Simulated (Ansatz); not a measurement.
Basis-set extrapolation for toluene, C7H8 (PBE0-D4/def2-TZVP geometry, frozen core, Ansatz 0.2.0). Multiplicity 1, RHF reference.

```json
{"": "HF", "def2-TZVPP": "-269.837303", "def2-QZVPP": "-269.848796"}
{"": "MP2 correlation", "def2-TZVPP": "-1.123274", "def2-QZVPP": "-1.193869"}
{"": "CCSD(T) correlation", "def2-TZVPP": "-1.216215", "def2-QZVPP": "not run"}
```

Energies in hartree. Use E(X) = E(∞) + A·exp(−7.88·√X) for Hartree–Fock and E(X) = E(∞) + B·X^(−2.97) for correlation, with X = 3 and 4, and add CCSD(T) minus MP2 of the smaller set to the MP2 limit.

Question: What is the CCSD(T) energy at the basis-set limit?

Answer: HF limit: -269.848796 + (-0.011493) × 0.13774 = -269.85038. MP2 limit: -1.193869 + (-0.070595) × 0.74074 = -1.24616. Higher-order term: -1.216215 − (-1.123274) = -0.09294. Total: -271.18948 hartree, 85.3 kcal/mol below CCSD(T)/def2-TZVPP.
